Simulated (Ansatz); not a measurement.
Co, hcp: geometry optimisation

Theory: Ansatz 0.2.0, DFT, LDA (PW92), plane waves (420 eV) with PAW, scalar-relativistic. The PAW files were generated under PBE, with cores re-solved for the functional.

k-point mesh 14×14×8, Fermi-Dirac smearing 0.05 eV, starting moments 1.70 ×2 μB. Cell and atoms relax.

Starting structure:

```yaml
crystal:
  lattice:
    - [2.50710, 0.00000, 0.00000]
    - [-1.25355, 2.17121, 0.00000]
    - [0.00000, 0.00000, 4.06860]
  atoms:
    - { symbol: Co, position: [0.33333, 0.66667, 0.25000] }
    - { symbol: Co, position: [0.66667, 0.33333, 0.75000] }
```

Task: The pressure at the start is -22.1 GPa. By how much does the volume change?

Result: From 11.07 to 10.01 Å³ per atom, -9.6 %. The final cell has a = 2.427 Å, c = 3.923 Å (c/a = 1.616).

Task: How much energy does the relaxation gain?

Result: 81.7 meV per atom.

Task: Which magnetic state does it end in?

Result: ferromagnetic, net 1.51 μB per atom; moments 1.56 ×2 μB.
